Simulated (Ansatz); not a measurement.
C4H7NO can be A, `O=C1CCCN1`, or B, `CC(=N)C(C)=O`.

Gas-phase electronic energies from Ansatz, PBE0-D4/def2-TZVP geometries. CCSD(T)/CBS is the MP2 limit (def2-TZVPP, def2-QZVPP) plus CCSD(T) − MP2 in def2-TZVPP, frozen cores. Functionals use def2-TZVPP. B3LYP here is the variant with VWN-RPA as its local correlation; programs differ in this. One conformer a species, not always the lowest.

Question: Which isomer does CCSD(T)/CBS put lower? Give the gap. (Estimate.)

Answer: Ansatz gave: A, by 19.8 kcal/mol.

Question: Give E(B) − E(A) in kcal/mol with PBE0-D4, MP2/def2-TZVPP, HF/def2-TZVPP, B3LYP, CCSD(T)/def2-TZVPP, PBE-D4, r2SCAN-D4. (Best estimate.)

Answer: Computed: PBE0-D4 25.3, MP2/def2-TZVPP 22.0, HF/def2-TZVPP 19.1, B3LYP 18.4, CCSD(T)/def2-TZVPP 19.2, PBE-D4 22.2, r2SCAN-D4 21.9. None reverses the order clearly.

Question: Does the order hold for the free energy at 298.15 K (harmonic terms from PBE0-D4)? (Estimate.)

Answer: Ansatz gave: Yes: G(B) − G(A) = +15.1 kcal/mol, for one conformer each. Modes under 60 cm⁻¹, often nearly free rotors, make the harmonic entropy too high.

Largest T1 diagnostic: 0.013.

Leaving LDA and LC-ωPBE aside and taking each functional with its dispersion term where it has one, the values, not all of them listed here, spread over 10.4 kcal/mol, from BLYP-D4 to PBE-QIDH. LDA lies +8.3 kcal/mol from PBE without D4. From BLYP to BHLYP (50 % exact exchange), in def2-TZVPP and without D4, E(B) − E(A) moves by +6.4 kcal/mol.
